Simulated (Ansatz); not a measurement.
# CH3BS: the cost of one run

All numbers are computed with the Python package of Ansatz 0.2.0. Level of theory: PBE0/6-31G*.

### 1 Starting point

Bond lengths: B1–C2 1.530 Å, C2–S3 1.408 Å, B1–H4 1.128 Å, B1–H5 1.247 Å, C2–H6 1.103 Å. Angles: B1–C2–S3 117.6°, B1–C2–H6 121.8°, S3–C2–H6 120.6°, C2–B1–H4 123.1°, C2–B1–H5 118.0°, H4–B1–H5 118.8°.

No structure file is read: the coordinates are typed or built in the script.

### 2 The code

File run_states.py:

```python
import ansatz as az
import numpy as np

mol = (
    az.Crystal.molecule()
    .atom("B", (-0.5838, -0.2446, -0.4434))
    .atom("C", (0.5679, 0.2669, 0.4236))
    .atom("S", (1.4552, -0.686, 0.9583))
    .atom("H", (-0.7345, -1.3359, -0.6876))
    .atom("H", (-1.3769, 0.5931, -0.9173))
    .atom("H", (0.7142, 1.3424, 0.6202))
)
symbols = [site.symbol for site in mol.cartesian_sites]

start = np.array([site.position_ang for site in mol.cartesian_sites])
for factor in [1.0, 1.5]:
    xyz = (start - start.mean(axis=0)) * factor
    scaled = az.Crystal.molecule()
    for symbol, place in zip(symbols, xyz):
        scaled = scaled.atom(symbol, place.tolist())
    base = (
        scaled.calculation()
        .basis(gaussian="6-31G*")
        .functional("pbe0")
        .spin("collinear")
    )
    for search in ("off", "standard"):
        try:
            r = base.scf(lower_state_search=search).run(threads=1).report
        except az.AnsatzError as error:
            print(f"x{factor} search {search}: {type(error).__name__}")
            continue
        state = r["mean_field"]["state"]
        print(f"all distances x{factor}, search {search:8s} E = {r['free_energy_ev']:.5f} eV  <S^2> = {abs(state['spin_squared']):.3f}  other states met: {len(r['mean_field']['others'])}")
```

### 3 What the engine is handed

The engine receives this input (first run):

```yaml
crystal:
  periodic: [false, false, false]
  atoms:
    - { symbol: B, position_ang: [-0.5908166666666667, -0.23391666666666666, -0.43570000000000003] }
    - { symbol: C, position_ang: [0.5608833333333333, 0.27758333333333335, 0.43129999999999996] }
    - { symbol: S, position_ang: [1.4481833333333334, -0.6753166666666667, 0.9660000000000001] }
    - { symbol: H, position_ang: [-0.7415166666666667, -1.3252166666666667, -0.6799] }
    - { symbol: H, position_ang: [-1.3839166666666667, 0.6037833333333333, -0.9096] }
    - { symbol: H, position_ang: [0.7071833333333333, 1.3530833333333334, 0.6279] }
basis:
  gaussian:
    orbitals: "6-31G*"
hamiltonian:
  xc: pbe0
magnetization:
  spin_polarized: true
scf:
  lower_state_search: "off"
```

### 4 Running it

Run with:

```sh
$ python run_states.py
```

What time and memory should one allow on 1 thread of Arm Neoverse V1, shared host?

About 12 s, with a peak of 0.2 GiB.
